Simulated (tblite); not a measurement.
Species: C2H4N (doublet state).
Atom-mapped SMILES: `[H]/[N:3]=[CH:2]/[CH2:1]` (hydrogens: H4, H5 on C1; H6 on C2; H7 on N3)
Bond orders are those of one Lewis drawing.

Computed with GFN2-xTB (tblite), gas phase: L-BFGS steps from a force-field or distance-geometry start until the largest atomic force falls under 0.01 eV/Å.

Step 0: E = -247.7966 eV
```
atom  x, y, z in Å  |  force x, y, z in eV/Å
C1     -1.1015   -0.0280   -0.0090    0.411   0.516   0.198
C2      0.3116    0.2455   -0.1142    0.892  -2.332   1.008
N3      1.1769   -0.6564    0.2445   -0.541   1.242  -0.742
H4     -1.6870    0.4349    0.7801    0.142   0.079  -0.553
H5     -1.5322   -0.8137   -0.5923   -0.032  -0.243   0.139
H6      0.6662    1.1948   -0.4712   -0.176   0.867  -0.031
H7      2.1693   -0.3722    0.1351   -0.696  -0.131  -0.019
```

Task: Estimate the geometry and energy of step 1. (The exact step hangs on the optimiser's Hessian estimate; all steps are aligned on step 0, rigid shifts and turns removed.)

Result: E = -247.8531 eV, largest force 1.754 eV/Å
```
atom  x, y, z in Å  |  force x, y, z in eV/Å
C1     -1.0956   -0.0206   -0.0062    0.198  -0.059  -0.142
C2      0.3243    0.2122   -0.0998   -0.781   0.884  -0.163
N3      1.1692   -0.6387    0.2339    1.333  -1.112   0.249
H4     -1.6850    0.4360    0.7722    0.079   0.199  -0.352
H5     -1.5326   -0.8171   -0.5903    0.081   0.055   0.269
H6      0.6637    1.2072   -0.4717   -0.473   0.110   0.207
H7      2.1593   -0.3741    0.1348   -0.436  -0.077  -0.068
```

The energy changes by -0.0566 eV. The first-order estimate −F·Δx gives -0.1686 eV and the mean of the old and new forces, exact on a quadratic surface, -0.0525 eV. The step makes an angle of 0° with the force vector and moves no atom by more than 0.038 Å.

The cost below is that of the whole relaxation. On one thread, Arm Neoverse V1 (aarch64), shared host, this took under 0.1 s.
